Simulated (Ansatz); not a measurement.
# How well does each level of theory give the lattice parameter a of body-centred tetragonal In?

Reference value: 3.252 Å (measured, 293 K, not corrected to a static lattice; as tabulated in Wikipedia's data pages).

| level (code) | value (Å) | difference (%) |
|---|---|---|
| LDA (Ansatz) | 3.176 | -2.34 |
| PBE (Ansatz) | 3.303 | +1.57 |
| PBEsol-D3(BJ) (Ansatz) | 3.169 | -2.55 |
| r²SCAN-D4 (Ansatz) | 3.230 | -0.68 |
| Hartree–Fock (Ansatz) | 3.397 | +4.46 |

The reference is not for a static lattice or low temperature, so close values are not ranked against it. Off by more than 1.25 %, or 1.75 % on the side where a correction would as a rule narrow the miss (bounds picked here): Hartree–Fock (+4.46 %), PBEsol-D3(BJ) (-2.55 %), LDA (-2.34 %), PBE (+1.57 %).

The measured value isn't corrected to a static lattice, so vibrations enter the comparison.  Cutoffs and k meshes differ between the levels. Ansatz's density-functional and Hartree–Fock values are scalar-relativistic unless marked +SOC, with PAW data made under PBE.

Differences are worked out from the printed values.

Ansatz is an electronic-structure program.
